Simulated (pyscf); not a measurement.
PySCF, gas phase, ωB97X-D3(BJ)/def2-SVP geometries.

PBE/def2-TZVP puts the barrier of CH₄ (SMILES C) + H₂N–SnH₃ (SMILES [NH2][SnH3]) -> H₃C–SnH₃ (SMILES [CH3][SnH3]) + NH₃ (SMILES N) (four-centre exchange; singlet surface; C–H, N–Sn broken, C–Sn, H–N formed) at 43.4 kcal/mol and the reaction energy at +3.0 kcal/mol, from the separated reactants. What do r²SCAN/def2-TZVP, B3LYP-D3(BJ)/def2-TZVP, ωB97M-D3(BJ)/def2-TZVP give on the same structures?

r²SCAN: ΔE‡ = 45.7 kcal/mol, ΔE = +3.6 kcal/mol; B3LYP-D3(BJ): ΔE‡ = 48.0 kcal/mol, ΔE = +3.7 kcal/mol; ωB97M-D3(BJ): ΔE‡ = 49.2 kcal/mol, ΔE = +3.1 kcal/mol. PBE's barrier lies under all of them, by 2.3 to 5.8 kcal/mol. Its reaction energy matches one of them and lies within 0.7 kcal/mol of the others. On the product side the descent ends in a complex (not fully relaxed), 4.0 kcal/mol under the separated species and 50.0 kcal/mol under the saddle at ωB97X-D3(BJ)/def2-TZVP. One saddle was located; it need not be the lowest between these sides. Elements past Kr carry the def2 core potentials, without spin-orbit coupling.
